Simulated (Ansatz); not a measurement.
# Structure relaxation of LiF2

The calculation used DFT PBE, scalar-relativistic, plane waves, PAW in Ansatz 0.2.0. Cutoff 420 eV, Γ-centred k mesh, Gaussian smearing, collinear spin, first started from parallel moments.

The start puts LiF2 on the 3R molybdenite structure type (R3m, No. 160), with Li in place of Mo, F in place of S, at a guessed volume.

```
Li F
1.0
     1.32404    0.76443    5.12647
    -1.32404    0.76443    5.12647
     0.00000   -1.52887    5.12647
Li F
1 2
Direct
  0.00000 0.00000 0.00000
  0.74840 0.74840 0.74840
  0.58490 0.58490 0.58490
```

Cell and atoms relax at zero pressure; the relaxation can't lower the symmetry of the start. After a coarse first stage the cell is made exact in the group found at 0.06 Å.

Formation energies are uncorrected and refer to the elements' standard structures at the same level (F₂ as a molecule).

Question: Describe the relaxed structure.

Answer: It keeps R3m (No. 160). The result has the 3R molybdenite structure. Conventional cell: a = 3.103 Å, c = 14.151 Å. Li is coordinated by 6 F at 2.04 Å; around F on Wyckoff site a (1 atom of the primitive cell) lie 1 F at 1.94 Å and 3 Li at 2.04 Å; F on Wyckoff site a (1 atom of the primitive cell) has 1 F at 1.94 Å and 3 Li at 2.04 Å.

```cif
data_structure
_symmetry_space_group_name_H-M 'R3m:H'
_symmetry_Int_Tables_number 160
_cell_length_a 3.1029
_cell_length_b 3.1029
_cell_length_c 14.1507
_cell_angle_alpha 90.000
_cell_angle_beta 90.000
_cell_angle_gamma 120.000
_cell_volume 117.99
loop_
_atom_site_label
_atom_site_type_symbol
_atom_site_symmetry_multiplicity
_atom_site_Wyckoff_symbol
_atom_site_fract_x
_atom_site_fract_y
_atom_site_fract_z
_atom_site_occupancy
Li1 Li 3 a 0.66667 0.33333 0.33331 1
F1 F 3 a 0.00000 0.00000 0.26471 1
F2 F 3 a 0.33333 0.66667 0.06868 1
```

Question: What are its volume, energy, gap and moment?

Answer: The volume per atom is 13.1 Å³. The density is 1.9 g/cm³. The energy over the elements is -1.830 eV/atom, the gap on the 12×12×12 mesh is 1.05 eV and the net moment per atom is 0.33 μB. The largest site moment is 0.47 μB.

The final run used a 12×12×12 mesh on its 3-atom cell and 0.02 eV smearing. Weakly bound directions are ill-defined at this level, which has no dispersion term. Symmetry constrained the relaxation, so the result can be a saddle point.

Cost: 2 runs of about 4.5 core-minutes in all, on Arm Neoverse V2 (shared hosts).